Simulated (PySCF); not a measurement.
Molecule: methyl(trifluoromethyl) sulfide (SMILES CSC(F)(F)F).

Geometry (Å), atoms numbered from 1 in this order:
```xyz
9

C    -1.3117   -0.0286   -0.4084
S    -0.0083    1.2265   -0.2363
C     1.2572    0.1174    0.4577
F     1.5481   -0.8869   -0.3757
F     2.3801    0.7757    0.7071
F     0.8502   -0.4457    1.6001
H    -2.1693    0.4878   -0.8256
H    -0.9766   -0.8080   -1.0865
H    -1.5561   -0.4322    0.5698
```

Frames of a GFN2-xTB Langevin trajectory at 300 K; GIAO PBE0/pcSseg-1 shieldings in PySCF 2.14, gas phase, non-relativistic; equivalent atoms averaged within each frame.

Referencing at the same level of theory: TMS for 13C (σref 186.93) and 1H (σref 31.72); 33S (σref 503.73) against CS2; 19F (σref 170.95) vs CFCl3. The references are static minima.

Q: How do the shifts (ppm) fluctuate along the trajectory?

A: 
| time (fs) | C3 | C1 | S2 | F4/F5/F6 | H7/H8/H9 |
| --- | --- | --- | --- | --- | --- |
| optimised geometry | 142.8 | 18.1 | 77 | -61.6 | 2.54 |
| 250 | 145.6 | 26.9 | 123 | -55.7 | 3.78 |
| 425 | 142.3 | 22.8 | 107 | -64.2 | 3.49 |
| 625 | 142.7 | 22.4 | 108 | -56.7 | 3.62 |
| 800 | 138.9 | 22.0 | 52 | -58.9 | 3.71 |
| 1000 | 136.4 | 18.8 | 34 | -65.8 | 2.33 |
| mean of frames | 141.2 | 22.6 | 85 | -60.3 | 3.39 |
| standard deviation | 3.6 | 2.9 | 39 | 4.5 | 0.60 |

5 frames give an uncertainty of the mean of about the standard deviation over 2.2 at best, since frames this close in time may not be independent; classical motion lacks zero-point vibration, and the reference would need the same averaging.
